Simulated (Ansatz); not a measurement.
Reaction (SMILES): CS (CH4S) -> [CH2]S (CH3S) + H atom (the C-H bond breaks)

Wanted: bond dissociation energy (electronic), in kcal/mol. Set-up: non-relativistic; six Cartesian d functions in 6-31G* and its kin unless marked 5d; frozen cores in correlated levels; UHF or UKS for open shells; spin-orbit terms left out; 6-311+G** with 5d, 6d on Na to Ar in Ansatz (a quantum-chemistry and plane-wave program); LANL2DZ with its own core potentials from Na on. CBS(X,Y): correlation extrapolated as X^-3; Hartree-Fock from the larger set. [CCSD(T)-MP2]/basis is that difference in the basis named. Ab initio and DFT rows: single points at B3LYP-D3(BJ) geometries (Ansatz).

Coupled cluster (Ansatz) is a level with limits of its own, used here on species with T1 under 0.025 (0.045 for open shells) and stable references: RI-MP2/CBS(aug-cc-pV(T+d)Z,aug-cc-pV(Q+d)Z)+[CCSD(T)-MP2]/aug-cc-pV(T+d)Z.

Value to compare with, RI-MP2/CBS(aug-cc-pV(T+d)Z,aug-cc-pV(Q+d)Z)+[CCSD(T)-MP2]/aug-cc-pV(T+d)Z (Ansatz): 103.0 kcal/mol.

```json
[
 {"level": "HF/STO-3G", "program": "Ansatz", "bond dissociation energy (electronic) (kcal/mol)": "107.4", "difference": "4.4"},
 {"level": "HF/3-21G", "program": "Ansatz", "bond dissociation energy (electronic) (kcal/mol)": "86.9", "difference": "-16.1"},
 {"level": "HF/LANL2DZ", "program": "Ansatz", "bond dissociation energy (electronic) (kcal/mol)": "84.6", "difference": "-18.4"},
 {"level": "HF/6-31G*", "program": "Ansatz", "bond dissociation energy (electronic) (kcal/mol)": "81.9", "difference": "-21.1"},
 {"level": "HF/6-311+G**", "program": "Ansatz", "bond dissociation energy (electronic) (kcal/mol)": "80.8", "difference": "-22.2"}
]
```

Among the 5 habitual levels, HF/6-311+G** lies farthest from RI-MP2/CBS(aug-cc-pV(T+d)Z,aug-cc-pV(Q+d)Z)+[CCSD(T)-MP2]/aug-cc-pV(T+d)Z (Ansatz) (-22.2 kcal/mol) and HF/STO-3G nearest (4.4); 1 of 5 lie above it, and their mean absolute difference is 16.4 kcal/mol, the median 18.4. One case shows no general order.

The sets are all those run for this method; runs whose electronic state is in doubt are left out.
